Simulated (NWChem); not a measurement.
System meant: carbonyl sulfide (COS); SMILES O=C=S

NWChem input:

```
start job
memory heap 200 mb stack 900 mb global 1100 mb
geometry units angstroms noautoz
  O     -1.676535     0.026960     0.022296
  C     -0.520351     0.008350     0.006924
  S      1.043153    -0.016772    -0.013873
end
basis spherical
  * library def2-svp
end
dft
  xc b3lyp
  iterations 150
end
tddft
  cis
  nroots 4
  notriplet
end
task tddft energy
```

End of the output:

```
 Vector   18  Occ=0.000000D+00  E= 6.873651D-02  Symmetry=a1
              MO Center=  1.4D-09, -9.1D-10,  2.4D-01, r^2= 2.7D+00
   Bfn.  Coefficient  Atom+Function         Bfn.  Coefficient  Atom+Function
  ----- ------------  ---------------      ----- ------------  ---------------
    17      1.750228  2 C  s                 41      0.989701  3 S  pz
     3     -0.610946  1 O  s                 32     -0.608864  3 S  s
    31     -0.419418  3 S  s                 16      0.294886  2 C  s
    38      0.292755  3 S  pz                 9     -0.287262  1 O  pz
    30      0.221569  3 S  s                  6     -0.200175  1 O  pz

 center of mass
 --------------
 x =   0.00000000 y =   0.00000000 z =  -0.00064394

 moments of inertia (a.u.)
 ------------------
         296.515812894589           0.000000000000           0.000000000000
           0.000000000000         296.515812894589           0.000000000000
           0.000000000000           0.000000000000           0.000000000000

     Multipole analysis of the density
     ---------------------------------

     L   x y z        total         alpha         beta         nuclear
     -   - - -        -----         -----         ----         -------
     0   0 0 0     -0.000000    -15.000000    -15.000000     30.000000

     1   1 0 0      0.000000      0.000000      0.000000      0.000000
     1   0 1 0     -0.000000     -0.000000     -0.000000      0.000000
     1   0 0 1      0.235631      0.117815      0.117815      0.000000

     2   2 0 0    -16.989204     -8.494602     -8.494602      0.000000
     2   1 1 0      0.000000      0.000000      0.000000      0.000000
     2   1 0 1      0.000000      0.000000      0.000000      0.000000
     2   0 2 0    -16.989204     -8.494602     -8.494602      0.000000
     2   0 1 1     -0.000000     -0.000000     -0.000000      0.000000
     2   0 0 2    -18.249109    -83.293247    -83.293247    148.337384

 ------------------------------------------------------------------------
 tddft_init: non-Abelian symmetry not permitted                   0
 ------------------------------------------------------------------------
 ------------------------------------------------------------------------
  current input line :
    20: task tddft energy
 ------------------------------------------------------------------------
 ------------------------------------------------------------------------
 There is an error related to the specified geometry
 ------------------------------------------------------------------------
 For more information see the NWChem manual at https://nwchemgit.github.io

0:tddft_init: non-Abelian symmetry not permitted:Received an Error in Communication
```

### Question
What is wrong, and how is it mended?

### Answer
The program stopped with an error. Cause: the TDDFT module takes Abelian point groups alone, and the geometry was found to have a non-Abelian one. This input runs:
```
start job
memory heap 200 mb stack 900 mb global 1100 mb
geometry units angstroms noautosym nocenter noautoz
  O     -1.676535     0.026960     0.022296
  C     -0.520351     0.008350     0.006924
  S      1.043153    -0.016772    -0.013873
end
basis spherical
  O library def2-svp
  C library def2-svp
  S library def2-svp
end
dft
  xc b3lyp
  iterations 150
end
tddft
  cis
  nroots 4
  notriplet
end
task tddft energy
```
It converges to -511.34576 Ha (B3LYP/def2-SVP, TDA).
